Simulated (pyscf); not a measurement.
PySCF, gas phase, ωB97X-D3(BJ)/def2-SVP geometries.

For the elementary gas-phase step O=W(=O)(OH)–OH (SMILES [O]=[W](=[O])([OH])[OH]) + HCl (SMILES Cl) → O=W(=O)(OH)–Cl (SMILES [O]=[W](=[O])([OH])[Cl]) + H₂O (SMILES O) (singlet surface; O–W, Cl–H broken, Cl–W, H–O formed), what barrier and reaction energy does ωB97M-D3(BJ)/def2-TZVP give, measured from the separated reactants?

ΔE‡ = 0.30 eV, ΔE = -0.20 eV. Zero-point energy shifts the barrier by +0.03 eV. It is a four-centre exchange, with an imaginary mode of 739i cm⁻¹. On the reactant side the descent ends in a complex, 0.22 eV under the separated species and 0.34 eV under the saddle at ωB97X-D3(BJ)/def2-TZVP. On the product side the descent ends in an adduct with a O–W contact, 0.54 eV under the separated species and 1.01 eV under the saddle at ωB97X-D3(BJ)/def2-TZVP. What is counted as broken (O–W) persists as a longer contact in the product adduct; parting that adduct is a step of its own. At ωB97X-D3(BJ)/def2-TZVP the barrier from the zero used here is 0.12 eV. One saddle was located; it need not be the lowest between these sides. Elements past Kr carry the def2 core potentials, without spin-orbit coupling.
